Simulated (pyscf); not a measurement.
cyclic C₃HO (SMILES O=c1[c]c1) [doublet] + hydrogen (H₂) → cyclic C₃H₂O (SMILES O=c1cc1) + H atom (H•), a hydrogen abstraction (doublet surface; H–H broken, C–H formed). Single points on ωB97X-D3(BJ)/def2-SVP structures (PySCF, gas phase). Energies in kcal/mol from the separated reactants.

Small-basis levels: PySCF, no dispersion term, spherical d functions. AM1 to PM7: differences of heats of formation from MOPAC, which are fitted to 298 K values and so differ in kind from electronic energies by zero-point and thermal terms. Open shells are spin-unrestricted. 

```tsv
level	barrier	reaction energy
HF/6-31G*	20.7	-7.6
MP2/6-31G*	20.8	-2.0
BP86/6-31G*	10.2	+11.6
B3LYP/STO-3G	15.5	+21.9
B3LYP/6-31G*	13.3	+8.5
M06-2X/6-31G*	15.2	+3.0
B3LYP/6-311+G**	14.3	+9.1
PBE/def2-SVP	6.5	+4.6
PM3	-5.0	-1.1
ωB97M-D3(BJ)/def2-TZVP	16.7	+4.9
```

Against the last row the barrier runs from -21.6 (PM3) to +4.1 kcal/mol (MP2/6-31G*). At BP86/6-31G*, B3LYP/STO-3G, PM3 this geometry lies under one side, so the entry may be no barrier of that level: it is a single point on another level's saddle. ωB97M-D3(BJ)/def2-TZVP has limits of its own. This is the saddle that the search found; another between the same sides may lie lower. The angle at the transferred H is 172°.
